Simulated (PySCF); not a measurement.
Magnesium: a sound run and one with changed settings

Sound run: Mg [Ne] 3s2, Mg+ [Ne] 3s1. Computed with PySCF 2.14 in cc-pVTZ, with no relativity, point nucleus. The sound run starts from symmetry-adapted Hartree-Fock orbitals and uses a fine grid where one is needed.

Changed run: initial guess sap, at most 3 SCF cycles. This setting is unsound on purpose.

```tsv
species	method	sound run (hartree)	changed run (hartree)	converged
Mg	UHF	-199.61335	-199.61335	no
Mg	B3LYP	-200.09770	-200.09770	no
Mg	M06-L	-200.05839	-200.05839	no
Mg+	UHF	-199.37053	-199.37053	no
Mg+	B3LYP	-199.81370	-199.81369	no
Mg+	M06-L	-199.78246	-199.78246	no
```

The SCF was stopped early; the energies are upper bounds that still move, and correlated levels were skipped or rest on poor orbitals.
